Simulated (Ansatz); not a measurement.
This geometry of C$_{2}$H$_{5}$O (8 atoms, charge -1, multiplicity 1) is a first-order saddle point.

Method: RKS PBE0-D4/def2-mTZVP in Ansatz 0.2.0.

```xyz
8
Properties=species:S:1:pos:R:3
C -0.151 0.790 -0.358
C 0.326 -0.669 -0.291
O 0.107 -1.118 1.136
H -1.111 0.972 -0.893
H 0.575 1.479 -0.824
H -0.305 1.159 0.668
H -0.434 -1.264 -0.839
H 0.995 -1.350 1.401
```

Problem. Which two structures does it join? (They come from a converged band through this point; their orientation in space is the band's.)

Solution. No bond is made or broken. The dihedral H6–C1–C2–O3 goes from -48 to 73°. The two ends are copies of one structure, up to a mirror image or an exchange of like atoms.

First end point:

```xyz
8
Properties=species:S:1:pos:R:3
C -0.304 0.740 -0.336
C 0.093 -0.721 -0.280
O 0.749 -0.891 1.064
H -0.975 0.906 -1.195
H 0.561 1.406 -0.482
H -0.836 1.137 0.569
H -0.869 -1.275 -0.169
H 1.580 -1.301 0.829
```

Last end point:

```xyz
8
Properties=species:S:1:pos:R:3
C -0.078 0.829 -0.243
C 0.519 -0.561 -0.155
O -0.324 -1.279 0.864
H -1.194 0.876 -0.349
H 0.345 1.356 -1.113
H 0.156 1.445 0.641
H 0.238 -1.054 -1.115
H 0.338 -1.613 1.469
```

Problem. How far does it lie above each of them?

Solution. 4.8 kcal/mol above the first and 4.8 kcal/mol above the second. This is the barrier of this one path; another mechanism may lie lower. Limits of this set-up: an anion without diffuse functions, the dipole of an ion depends on the origin.

Time of the run: 96 s on 1 thread of Arm Neoverse V1, on a shared host, peak memory 0.13 GiB.
